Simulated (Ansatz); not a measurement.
H2Si–B, quartet: reading a ladder of total energies

Geometry: that of the H2Si–B, doublet, kept fixed. The doublet lies 1.3 eV lower here.

```xyz
4

Si   -0.0850    0.0000    0.4943
B     0.0885    0.0000   -1.4519
H     0.7098   -1.2068    0.8997
H     0.7098    1.2068    0.8997
```

Basis 6-31G; Ansatz 0.2.0. Correlated methods freeze the noble-gas cores, which leaves 9 electrons in 20 orbitals. R marks a restricted (for open shells ROHF) determinant, U an unrestricted one.

Full CI is exact within this basis and frozen core; it isn't the basis-set limit. The frozen core follows each run's orbitals, which can shift R against U totals by a few meV.

Runs differ by some tens of microhartree through their thresholds and, for an open shell, their frozen cores, so steps under 0.1 kcal/mol mean nothing.

```json
{"level": "UHF", "total energy (hartree)": "-314.534918"}
{"level": "UMP2", "total energy (hartree)": "-314.597118"}
{"level": "UCCSD", "total energy (hartree)": "-314.623437"}
{"level": "UCCSD(T)", "total energy (hartree)": "-314.625208"}
{"level": "UCCSDT", "total energy (hartree)": "-314.625940"}
{"level": "UCCSDT(Q)", "total energy (hartree)": "-314.626015"}
{"level": "UCCSDTQ", "total energy (hartree)": "-314.626033"}
{"level": "full CI", "total energy (hartree)": "-314.626022"}
```

Question: What is the correlation energy at full CI, and what share of it do UMP2 and UCCSDT recover?

Answer: E(corr) = -314.626022 − (-314.534918) = -0.091104 hartree = -2.479 eV. UMP2: -0.062200 / -0.091104 = 68.27 %. UCCSDT: -0.091022 / -0.091104 = 99.91 %.

Question: By how many kcal/mol does UCCSD(T) miss full CI (1 hartree = 627.509 kcal/mol), and which steps make up the rest?

Answer: -314.625208 − (-314.626022) = 0.000814 hartree = 0.51 kcal/mol. Steps: UCCSDT − UCCSD(T) = -0.46, UCCSDT(Q) − UCCSDT = -0.05, UCCSDTQ − UCCSDT(Q) = -0.01, full CI − UCCSDTQ = 0.01 kcal/mol. That is within 1 kcal/mol of the reference in this basis, which itself misses far more of the correlation at the basis-set limit.
